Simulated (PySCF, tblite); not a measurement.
**Complex of water and 2 × hydrogen fluoride**

A gas-phase complex of water and 2 × hydrogen fluoride; neutral, singlet. The structure comes from a short search (6 tight-binding starts) and was relaxed by PBE0-D3(BJ)/def2-TZVPD; another way of binding may lie lower. No frequency run checks that it is a minimum.

Parts: 1 = water (O), atoms 1–3; 2 = hydrogen fluoride (F), atoms 4–5; 3 = hydrogen fluoride (F), atoms 6–7.

```tsv
atom	part	x (Å)	y (Å)	z (Å)
O1	1	-0.272	0.357	0.667
H2	1	0.391	-0.301	0.438
H3	1	-0.996	-0.125	1.094
F4	2	0.073	1.713	2.730
H5	2	0.090	1.285	1.862
F6	3	-1.828	0.031	3.010
H7	3	-1.202	0.720	3.167
```

Contacts between parts, classed by geometry: H5···O1 1.555 Å (hydrogen bond, 162°); H7···F4 1.675 Å (hydrogen bond, 154°); H3···F6 2.094 Å (hydrogen bond, 132°).

Interaction energies are complex less parts, with the parts frozen as they stand in it; counterpoise-corrected, in kcal/mol (PySCF).

**Question.** How strongly do the parts interact, level by level?

**Answer.** 
```json
{"level": "wB97M-D3(BJ)/def2-TZVPD", "interaction": "-19.94", "superposition error removed": "-0.22"}
{"level": "PBE0-D3(BJ)/def2-TZVPD", "interaction": "-21.53", "superposition error removed": "-0.21"}
{"level": "RI-MP2/def2-TZVPD", "interaction": "-17.71", "superposition error removed": "-1.48"}
```

**Question.** What holds them together? Decompose the wB97M-D3(BJ)/def2-TZVPD energy: frozen parts, their antisymmetrised product, then relaxation.

**Answer.** electrostatic -36.4, Pauli repulsion +40.6, orbital relaxation -22.7, dispersion correction -1.7 kcal/mol, which sum to the value before the counterpoise correction; the Pauli term holds the exchange-correlation of the frozen density too. Of the attraction, 60 % is electrostatic, 37 % is orbital relaxation, 3 % is dispersion correction.

**Question.** Are the pair energies additive?

**Answer.** The pairs sum to -15.62 kcal/mol (1–2 -8.5, 1–3 -3.3, 2–3 -3.8); the rest of -4.31 is a many-body strengthening.

The parts were also relaxed and run alone, at the levels used for the complex: shieldings by PBE0/pcSseg-2; core levels by delta-SCF with SCAN, pcX-2 on the ionised atom and pcseg-1 elsewhere, spin-free X2C.

**Question.** How do these values change when the complex forms?

**Answer.** 
```json
{"property": "F4–H5 bond (Å)", "alone": "0.921", "in the complex": "0.968", "change": "+0.047"}
{"property": "shielding of H5 (ppm)", "alone": "29.16", "in the complex": "20.42", "change": "-8.74"}
{"property": "shielding of O1 (ppm)", "alone": "329.1", "in the complex": "306.2", "change": "-22.9"}
{"property": "shielding of H7 (ppm)", "alone": "29.16", "in the complex": "24.22", "change": "-4.94"}
{"property": "shielding of F4 (ppm)", "alone": "410.5", "in the complex": "368.4", "change": "-42.2"}
{"property": "O1 1s core level (eV)", "alone": "539.76", "in the complex": "541.06", "change": "+1.30"}
{"property": "F4 1s core level (eV)", "alone": "694.11", "in the complex": "693.04", "change": "-1.07"}
{"property": "F6 1s core level (eV)", "alone": "694.11", "in the complex": "693.23", "change": "-0.88"}
```

Density functionals tend to overstate the lengthening and the red shift of so strongly bound an X–H bond.
